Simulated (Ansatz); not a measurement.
## Ansatz (development build ahead of 0.2.0) run

```yaml
crystal:
  periodic: [false, false, false]
  atoms:
    - { symbol: H, position_ang: [-0.05482, 0.03904, 1.49345] }
    - { symbol: C, position_ang: [0.02265, -0.03808, 0.40452] }
    - { symbol: C, position_ang: [1.48395, -0.0359, -0.08153] }
    - { symbol: C, position_ang: [-0.76717, 1.3325, -0.04153] }
    - { symbol: C, position_ang: [-0.7906, -1.28703, -0.13923] }
    - { symbol: H, position_ang: [1.51887, -0.02518, -1.12151] }
    - { symbol: H, position_ang: [1.97104, 0.8217, 0.22288] }
    - { symbol: H, position_ang: [2.01066, -0.92012, 0.20238] }
    - { symbol: H, position_ang: [-0.71186, 1.27075, -1.1311] }
    - { symbol: H, position_ang: [-1.80451, 1.31432, 0.25374] }
    - { symbol: H, position_ang: [-0.24032, 2.2242, 0.33646] }
    - { symbol: H, position_ang: [-0.71247, -1.32396, -1.15816] }
    - { symbol: H, position_ang: [-0.22707, -2.14084, 0.20294] }
    - { symbol: H, position_ang: [-1.8028, -1.36535, 0.25933] }
basis:
  gaussian: { orbitals: STO-3G }
hamiltonian:
  xc: hf
correlation:
  method: mp2
  frozen_orbitals: { C: 1, H: 0 }
```

The input is written out in the form of the current development build from the run's settings.

Results

```json
{
 "Converged": "yes",
 "Reference energy": "-155.43951 hartree",
 "Correlation energy": "-0.20882 hartree",
 "Total energy": "-155.64833 hartree",
 "Spin squared of the determinant": "0.000"
}
```

Caution: no unrestricted run beside it, a lower state can exist.
